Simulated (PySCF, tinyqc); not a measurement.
Inside a calculation. Method: CISD on RHF in the sto-3g basis, for HF, spin multiplicity 1. The lowest restricted solution is unstable here: a spin-polarised one lies 0.0000 hartree lower (PySCF). Computed by tinyqc, a small Python program that keeps every step (integrals from PySCF). Settings: charge = 0, multiplicity = 1, basis = sto-3g, method = RHF, energy threshold = 1e-10, iteration cap = 63, orthogonalisation = symmetric, start = Wolfsberg-Helmholz matrix, DIIS depth = 6, ci = CISD, davidson = 1. Command: `OMP_NUM_THREADS=1 python tinyqc.py 30084 30085 out.jsonl` (the two numbers bound the seeds that draw the settings). One thread of a shared host (Intel(R) Xeon(R) Processor @ 2.60GHz), about 0.1 s of CPU time with the checks. The early iterations of the SCF are left out here.

## One-electron integrals

Geometry (angstrom):
```
atom         x         y         z
F     0.000000  0.000000  0.000000
H     0.000000  0.000000  1.207000
```

Basis sto-3g: exponents (1/bohr^2) and contraction coefficients of normalised primitives:
```
element  l (shell)    exponent  coefficient
F            s (1)  166.679130     0.154329
F            s (1)   30.360812     0.535328
F            s (1)    8.216821     0.444635
F            s (2)    6.464803    -0.099967
F            s (2)    1.502281     0.399513
F            s (2)    0.488588     0.700115
F            p (3)    6.464803     0.155916
F            p (3)    1.502281     0.607684
F            p (3)    0.488588     0.391957
H            s (1)    3.425251     0.154329
H            s (1)    0.623914     0.535328
H            s (1)    0.168855     0.444635
```

Overlap, kinetic and nuclear-attraction integrals over the contracted functions; the nuclear repulsion is the sum of Za Zb / Rab.

nuclear repulsion = 3.94581185 hartree

overlap S:
```
           1F 1s     1F 2s    1F 2px    1F 2py    1F 2pz     2H 1s
1F 1s   1.000000  0.237990  0.000000  0.000000  0.000000  0.024765
1F 2s   0.237990  1.000000  0.000000  0.000000  0.000000  0.279940
1F 2px  0.000000  0.000000  1.000000  0.000000  0.000000  0.000000
1F 2py  0.000000  0.000000  0.000000  1.000000  0.000000  0.000000
1F 2pz  0.000000  0.000000  0.000000  0.000000  1.000000  0.243758
2H 1s   0.024765  0.279940  0.000000  0.000000  0.243758  1.000000
```

kinetic energy T (hartree):
```
            1F 1s      1F 2s    1F 2px    1F 2py    1F 2pz      2H 1s
1F 1s   36.984577  -0.212858  0.000000  0.000000  0.000000  -0.007546
1F 2s   -0.212858   1.037995  0.000000  0.000000  0.000000   0.022210
1F 2px   0.000000   0.000000  3.248015  0.000000  0.000000   0.000000
1F 2py   0.000000   0.000000  0.000000  3.248015  0.000000   0.000000
1F 2pz   0.000000   0.000000  0.000000  0.000000  3.248015   0.099519
2H 1s   -0.007546   0.022210  0.000000  0.000000  0.099519   0.760032
```

nuclear attraction V (hartree):
```
             1F 1s       1F 2s      1F 2px      1F 2py      1F 2pz      2H 1s
1F 1s   -77.448003   -9.281149    0.000000    0.000000   -0.008691  -0.989063
1F 2s    -9.281149  -11.979311    0.000000    0.000000   -0.108089  -2.401503
1F 2px    0.000000    0.000000  -11.867754    0.000000    0.000000   0.000000
1F 2py    0.000000    0.000000    0.000000  -11.867754    0.000000   0.000000
1F 2pz   -0.008691   -0.108089    0.000000    0.000000  -11.924807  -1.799636
2H 1s    -0.989063   -2.401503    0.000000    0.000000   -1.799636  -5.118921
```

core Hamiltonian H = T + V (hartree):
```
             1F 1s       1F 2s     1F 2px     1F 2py     1F 2pz      2H 1s
1F 1s   -40.463426   -9.494007   0.000000   0.000000  -0.008691  -0.996609
1F 2s    -9.494007  -10.941316   0.000000   0.000000  -0.108089  -2.379293
1F 2px    0.000000    0.000000  -8.619739   0.000000   0.000000   0.000000
1F 2py    0.000000    0.000000   0.000000  -8.619739   0.000000   0.000000
1F 2pz   -0.008691   -0.108089   0.000000   0.000000  -8.676792  -1.700116
2H 1s    -0.996609   -2.379293   0.000000   0.000000  -1.700116  -4.358889
```

## Two-electron integrals

Functions are numbered as in S; the eight-fold symmetry (ij|kl) = (ji|kl) = (kl|ij) leaves the list below.

Two-electron integrals (ij|kl) in chemists' order, unique and non-zero (hartree):
```
(11|11) 5.403501   (21|11) 0.841920   (21|21) 0.156299   (22|11) 1.268028
(22|21) 0.292344   (22|22) 0.926167   (31|31) 0.027998   (32|31) 0.043169
(32|32) 0.204588   (33|11) 1.264502   (33|21) 0.292403   (33|22) 0.925959
(33|33) 0.997514   (41|41) 0.027998   (42|41) 0.043169   (42|42) 0.204588
(43|43) 0.053770   (44|11) 1.264502   (44|21) 0.292403   (44|22) 0.925959
(44|33) 0.889973   (44|44) 0.997514   (51|51) 0.027998   (52|51) 0.043169
(52|52) 0.204588   (53|53) 0.053770   (54|54) 0.053770   (55|11) 1.264502
(55|21) 0.292403   (55|22) 0.925959   (55|33) 0.889973   (55|44) 0.889973
(55|55) 0.997514   (61|11) 0.088650   (61|21) 0.016331   (61|22) 0.030398
(61|33) 0.030351   (61|44) 0.030351   (61|51) 0.000652   (61|52) 0.001232
(61|55) 0.030495   (61|61) 0.001723   (62|11) 0.243944   (62|21) 0.057080
(62|22) 0.204135   (62|33) 0.201059   (62|44) 0.201059   (62|51) 0.003870
(62|52) 0.031328   (62|55) 0.210083   (62|61) 0.006059   (62|62) 0.057278
(63|31) 0.005737   (63|32) 0.034904   (63|53) 0.006445   (63|63) 0.008170
(64|41) 0.005737   (64|42) 0.034904   (64|54) 0.006445   (64|64) 0.008170
(65|11) 0.174118   (65|21) 0.041239   (65|22) 0.157932   (65|33) 0.151376
(65|44) 0.151376   (65|51) 0.008167   (65|52) 0.057646   (65|55) 0.170863
(65|61) 0.004542   (65|62) 0.054499   (65|65) 0.059708   (66|11) 0.432304
(66|21) 0.102777   (66|22) 0.425016   (66|33) 0.411823   (66|44) 0.411823
(66|51) 0.007943   (66|52) 0.092089   (66|55) 0.451015   (66|61) 0.010952
(66|62) 0.159603   (66|65) 0.177234   (66|66) 0.774606
```

## Orthogonalisation

S = U s U^T; symmetric (Loewdin) form X = U s^(-1/2) U^T, so that X^T S X = 1.

eigenvalues of S: 0.591616  0.850521  1.000000  1.000000  1.128356  1.429507

X:
```
            1F 1s      1F 2s    1F 2px    1F 2py     1F 2pz      2H 1s
1F 1s    1.022679  -0.127358  0.000000  0.000000  -0.003342   0.014966
1F 2s   -0.127358   1.056612  0.000000  0.000000   0.029251  -0.156915
1F 2px   0.000000   0.000000  1.000000  0.000000   0.000000   0.000000
1F 2py   0.000000   0.000000  0.000000  1.000000   0.000000   0.000000
1F 2pz  -0.003342   0.029251  0.000000  0.000000   1.024839  -0.133793
2H 1s    0.014966  -0.156915  0.000000  0.000000  -0.133793   1.058092
```

## Iteration 7 (converged): orbitals

converged F (hartree):
```
             1F 1s      1F 2s     1F 2px     1F 2py     1F 2pz      2H 1s
1F 1s   -25.915042  -6.625170   0.000000   0.000000  -0.015953  -0.703585
1F 2s    -6.625170  -3.018557   0.000000   0.000000  -0.028219  -0.682281
1F 2px    0.000000   0.000000  -0.462935   0.000000   0.000000   0.000000
1F 2py    0.000000   0.000000   0.000000  -0.462935   0.000000   0.000000
1F 2pz   -0.015953  -0.028219   0.000000   0.000000  -0.226758  -0.442530
2H 1s    -0.703585  -0.682281   0.000000   0.000000  -0.442530  -0.310189
```

Diagonalise F' = X^T F X, C = X C', fill 5 alpha and 5 beta electrons from the bottom; D = 2 C_occ C_occ^T. Each column has its largest component positive (the first on a tie).

F' = X^T F X (hartree):
```
            1          2          3          4          5          6
1  -25.445872  -3.395043   0.000000   0.000000  -0.035424  -0.049999
2   -3.395043  -1.814549   0.000000   0.000000   0.062067  -0.337176
3    0.000000   0.000000  -0.462935   0.000000   0.000000   0.000000
4    0.000000   0.000000   0.000000  -0.462935   0.000000   0.000000
5   -0.035424   0.062067   0.000000   0.000000  -0.120808  -0.431156
6   -0.049999  -0.337176   0.000000   0.000000  -0.431156  -0.071897
```

orbital energies (hartree): MO1 -25.924346, MO2 -1.417153, MO3 -0.494825, MO4 -0.462935, MO5 -0.462935, MO6 0.383199

coefficients C:
```
              MO1        MO2        MO3        MO4       MO5        MO6
1F 1s    0.994961  -0.257771   0.053214   0.000000  0.000000   0.055704
1F 2s    0.020716   0.993256  -0.272464   0.000000  0.000000  -0.311295
1F 2px   0.000000   0.000000   0.000000  -0.148453  0.988919   0.000000
1F 2py   0.000000   0.000000   0.000000   0.988919  0.148453   0.000000
1F 2pz   0.001382   0.028497   0.685589   0.000000  0.000000  -0.773444
2H 1s   -0.003243   0.103063   0.592159   0.000000  0.000000   0.894998
```

D after iteration 7:
```
            1F 1s      1F 2s    1F 2px    1F 2py     1F 2pz      2H 1s
1F 1s    2.118450  -0.499840  0.000000  0.000000   0.061025   0.003435
1F 2s   -0.499840   2.122444  0.000000  0.000000  -0.316929  -0.118082
1F 2px   0.000000   0.000000  2.000000  0.000000   0.000000   0.000000
1F 2py   0.000000   0.000000  0.000000  2.000000   0.000000   0.000000
1F 2pz   0.061025  -0.316929  0.000000  0.000000   0.941692   0.817820
2H 1s    0.003435  -0.118082  0.000000  0.000000   0.817820   0.722569
```

Within a degenerate level the vectors are fixed only up to a rotation; this is one choice.

## Convergence

Stop when the energy changes by less than 1e-10 hartree and every element of the error matrix X^T (F D S - S D F) X is below 3e-06.

Course of the cycle:
```
iteration   E (hartree)     change  largest element of the error matrix
1          -98.19052408          -                             4.63e-01
2          -98.51383950  -3.23e-01                             7.17e-02
3          -98.52065603  -6.82e-03                             1.38e-02
4          -98.52078581  -1.30e-04                             1.34e-03
5          -98.52078758  -1.77e-06                             1.99e-05
6          -98.52078758  -2.64e-10                             3.33e-07
7          -98.52078758  -5.68e-14                             6.83e-11
```

PySCF RHF in the same basis = -98.52078758 hartree

Converged in 7 iterations.

## Integrals over molecular orbitals

(pq|rs) = sum C_ip C_jq C_kr C_ls (ij|kl), one index at a time.

one-electron integrals over orbitals h = C^T H C (hartree):
```
            1          2          3          4          5          6
1  -40.446057   0.720982  -0.140532   0.000000   0.000000  -0.152237
2    0.720982  -9.124806   0.505893   0.000000   0.000000   0.825920
3   -0.140532   0.505893  -6.894063   0.000000   0.000000   2.218516
4    0.000000   0.000000   0.000000  -8.619739   0.000000   0.000000
5    0.000000   0.000000   0.000000   0.000000  -8.619739   0.000000
6   -0.152237   0.825920   2.218516   0.000000   0.000000  -6.009860
```

Two-electron integrals over orbitals (pq|rs), unique and non-zero (hartree):
```
(11|11) 5.364282    (21|11) -0.520369   (21|21) 0.079589    (22|11) 1.229998
(22|21) -0.022491   (22|22) 0.870261    (31|11) 0.106603    (31|21) -0.015693
(31|22) 0.007126    (31|31) 0.017839    (32|11) -0.123509   (32|21) 0.005419
(32|22) -0.044362   (32|31) 0.020584    (32|32) 0.138080    (33|11) 0.898924
(33|21) -0.008700   (33|22) 0.699454    (33|31) -0.002387   (33|32) -0.017334
(33|33) 0.685340    (41|41) 0.029542    (42|41) 0.040015    (42|42) 0.188602
(43|41) -0.007463   (43|42) -0.029619   (43|43) 0.036486    (44|11) 1.264024
(44|21) -0.015027   (44|22) 0.893340    (44|31) 0.003139    (44|32) -0.068027
(44|33) 0.686508    (44|44) 0.997514    (51|51) 0.029542    (52|51) 0.040015
(52|52) 0.188602    (53|51) -0.007463   (53|52) -0.029619   (53|53) 0.036486
(54|54) 0.053770    (55|11) 1.264024    (55|21) -0.015027   (55|22) 0.893340
(55|31) 0.003139    (55|32) -0.068027   (55|33) 0.686508    (55|44) 0.889973
(55|55) 0.997514    (61|11) 0.112530    (61|21) -0.018016   (61|22) 0.002578
(61|31) -0.011970   (61|32) -0.023475   (61|33) 0.006291    (61|44) 0.003257
(61|55) 0.003257    (61|61) 0.020431    (62|11) -0.163747   (62|21) 0.004249
(62|22) -0.090400   (62|31) -0.019955   (62|32) -0.073869   (62|33) -0.023141
(62|44) -0.089197   (62|55) -0.089197   (62|61) 0.018660    (62|62) 0.091712
(63|11) -0.414554   (63|21) 0.006974    (63|22) -0.229522   (63|31) 0.001520
(63|32) 0.082913    (63|33) -0.096396   (63|44) -0.240751   (63|55) -0.240751
(63|61) -0.005014   (63|62) 0.039032    (63|63) 0.225877    (64|41) -0.007355
(64|42) -0.029970   (64|43) -0.021598   (64|64) 0.029325    (65|51) -0.007355
(65|52) -0.029970   (65|53) -0.021598   (65|65) 0.029325    (66|11) 0.844753
(66|21) -0.008999   (66|22) 0.643886    (66|31) 0.010774    (66|32) 0.048545
(66|33) 0.651813    (66|44) 0.627206    (66|55) 0.627206    (66|61) -0.007558
(66|62) -0.055348   (66|63) -0.024781   (66|66) 0.679954
```

## CISD: determinants and Hamiltonian

Hartree-Fock energy = -98.52078758 hartree

Slater-Condon rules over spin orbitals, with the nuclear repulsion added and E(HF) subtracted on the diagonal. Only determinants linked to the reference directly or through others are kept (one block of an abelian symmetry group), so some states are absent.

Occupation strings over the orbitals (2 doubly, a alpha, b beta, 0 empty; spin orbitals ordered 1a 1b 2a 2b ...): 222220 22a22b 2a222b a2222b 22b22a 2b222a b2222a 222202 222022 220222 2ab222 a2b222 2ba222 202222 ab2222 b2a222 ba2222 022222

H - E(HF) between determinants (hartree):
```
           222220     22a22b     2a222b     a2222b     22b22a     2b222a     b2222a     222202
222220   0.000000   0.000000   0.000000   0.000000   0.000000   0.000000   0.000000   0.029325
22a22b   0.000000   0.452087  -0.009513  -0.015788  -0.225877  -0.039032   0.005014   0.021598
2a222b   0.000000  -0.009513   1.248177   0.027660  -0.039032  -0.091712  -0.018660   0.029970
a2222b   0.000000  -0.015788   0.027660  25.483223   0.005014  -0.018660  -0.020431   0.007355
22b22a   0.000000  -0.225877  -0.039032   0.005014   0.452087  -0.009513  -0.015788  -0.021598
2b222a   0.000000  -0.039032  -0.091712  -0.018660  -0.009513   1.248177   0.027660  -0.029970
b2222a   0.000000   0.005014  -0.018660  -0.020431  -0.015788   0.027660  25.483223  -0.007355
222202   0.029325   0.021598   0.029970   0.007355  -0.021598  -0.029970  -0.007355   0.919562
222022   0.029325   0.021598   0.029970   0.007355  -0.021598  -0.029970  -0.007355   0.053770
220222   0.225877   0.071615  -0.082913  -0.001520  -0.071615   0.082913   0.001520   0.036486
2ab222  -0.039032   0.082913  -0.204741   0.006974  -0.032207   0.073869   0.019955   0.029619
a2b222   0.005014   0.001520   0.006974  -0.389774  -0.013850   0.023475   0.011970   0.007463
2ba222   0.039032  -0.032207   0.073869   0.019955   0.082913  -0.204741   0.006974  -0.029619
202222   0.091712   0.073869   0.035052  -0.004249  -0.073869  -0.035052   0.004249   0.188602
ab2222  -0.018660  -0.019955   0.004249  -0.108399   0.023475  -0.010137   0.018016  -0.040015
b2a222  -0.005014  -0.013850   0.023475   0.011970   0.001520   0.006974  -0.389774  -0.007463
ba2222   0.018660   0.023475  -0.010137   0.018016  -0.019955   0.004249  -0.108399   0.040015
022222   0.020431   0.011970   0.018016  -0.120088  -0.011970  -0.018016   0.120088   0.029542

           222022     220222     2ab222     a2b222     2ba222     202222     ab2222     b2a222
222220   0.029325   0.225877  -0.039032   0.005014   0.039032   0.091712  -0.018660  -0.005014
22a22b   0.021598   0.071615   0.082913   0.001520  -0.032207   0.073869  -0.019955  -0.013850
2a222b   0.029970  -0.082913  -0.204741   0.006974   0.073869   0.035052   0.004249   0.023475
a2222b   0.007355  -0.001520   0.006974  -0.389774   0.019955  -0.004249  -0.108399   0.011970
22b22a  -0.021598  -0.071615  -0.032207  -0.013850   0.082913  -0.073869   0.023475   0.001520
2b222a  -0.029970   0.082913   0.073869   0.023475  -0.204741  -0.035052  -0.010137   0.006974
b2222a  -0.007355   0.001520   0.019955   0.011970   0.006974   0.004249   0.018016  -0.389774
222202   0.053770   0.036486   0.029619   0.007463  -0.029619   0.188602  -0.040015  -0.007463
222022   0.919562   0.036486   0.029619   0.007463  -0.029619   0.188602  -0.040015  -0.007463
220222   0.036486   0.965842   0.075392   0.028949  -0.075392   0.138080  -0.020584  -0.028949
2ab222   0.029619   0.075392   1.783973   0.027959  -0.138080   0.102420   0.005419  -0.020584
a2b222   0.007463   0.028949   0.027959  26.017623  -0.020584  -0.005419  -0.181567  -0.017839
2ba222  -0.029619  -0.075392  -0.138080  -0.020584   1.783973  -0.102420   0.019436   0.027959
202222   0.188602   0.138080   0.102420  -0.005419  -0.102420   2.758799  -0.014168   0.005419
ab2222  -0.040015  -0.020584   0.005419  -0.181567   0.019436  -0.014168  27.152714   0.015693
b2a222  -0.007463  -0.028949  -0.020584  -0.017839   0.027959   0.005419   0.015693  26.017623
ba2222   0.040015   0.020584   0.019436   0.015693   0.005419   0.014168  -0.079589  -0.181567
022222   0.029542   0.017839   0.015693  -0.080042  -0.015693   0.079589   0.483710   0.080042

           ba2222     022222
222220   0.018660   0.020431
22a22b   0.023475   0.011970
2a222b  -0.010137   0.018016
a2222b   0.018016  -0.120088
22b22a  -0.019955  -0.011970
2b222a   0.004249  -0.018016
b2222a  -0.108399   0.120088
222202   0.040015   0.029542
222022   0.040015   0.029542
220222   0.020584   0.017839
2ab222   0.019436   0.015693
a2b222   0.015693  -0.080042
2ba222   0.005419  -0.015693
202222   0.014168   0.079589
ab2222  -0.079589   0.483710
b2a222  -0.181567   0.080042
ba2222  27.152714  -0.483710
022222  -0.483710  55.321177
```

## CISD: roots

Diagonalise (each vector has its largest component positive (the first on a tie)); all determinants have Ms = 0, so triplets appear too. The lowest singlet root is the correlation energy.

lowest roots of this matrix, relative to E(HF) (hartree): -0.056099  0.222306  0.635409  0.865792  0.895786  1.019731  1.124952  1.257073

lowest vectors:
```
           root 1     root 2     root 3     root 4
222220   0.973912   0.000000  -0.080717   0.000000
22a22b   0.020648   0.705964   0.676491   0.000000
2a222b  -0.006733   0.033582  -0.079240   0.000000
a2222b   0.000038   0.000317   0.000678   0.000000
22b22a  -0.020648   0.705964  -0.676491   0.000000
2b222a   0.006733   0.033582   0.079240   0.000000
b2222a  -0.000038   0.000317  -0.000678   0.000000
222202  -0.018039   0.000000  -0.019520   0.707107
222022  -0.018039   0.000000  -0.019520  -0.707107
220222  -0.219032   0.000000  -0.237548   0.000000
2ab222   0.027071  -0.022065  -0.064037   0.000000
a2b222  -0.000002   0.000309  -0.000027   0.000000
2ba222  -0.027071  -0.022065   0.064037   0.000000
202222  -0.021443   0.000000  -0.015857   0.000000
ab2222   0.000492  -0.000062   0.000810   0.000000
b2a222   0.000002   0.000309   0.000027   0.000000
ba2222  -0.000492  -0.000062  -0.000810   0.000000
022222  -0.000267   0.000000  -0.000067   0.000000
```

<S^2> of these roots: 0.000000  2.000000  0.000000  0.000000  0.000000  0.000000  2.000000  0.000000

weight of the ground state by excitation level 0, 1, 2, ...: 0.948505  0.000943  0.050552

With one virtual orbital singles and doubles already span the full space.

## The lowest root by the Davidson method

Start from the reference; add the residual divided by (theta - H_ii), orthogonalised, at each step.

Davidson iterations:
```
iteration  subspace  lowest Ritz value (hartree)  residual norm
1                 1                   0.00000000       2.56e-01
2                 2                  -0.05445032       5.33e-02
3                 3                  -0.05606787       6.79e-03
4                 4                  -0.05609851       1.03e-03
5                 5                  -0.05609925       7.20e-05
6                 6                  -0.05609926       5.47e-06
7                 7                  -0.05609926       4.42e-07
8                 8                  -0.05609926       1.48e-08
```
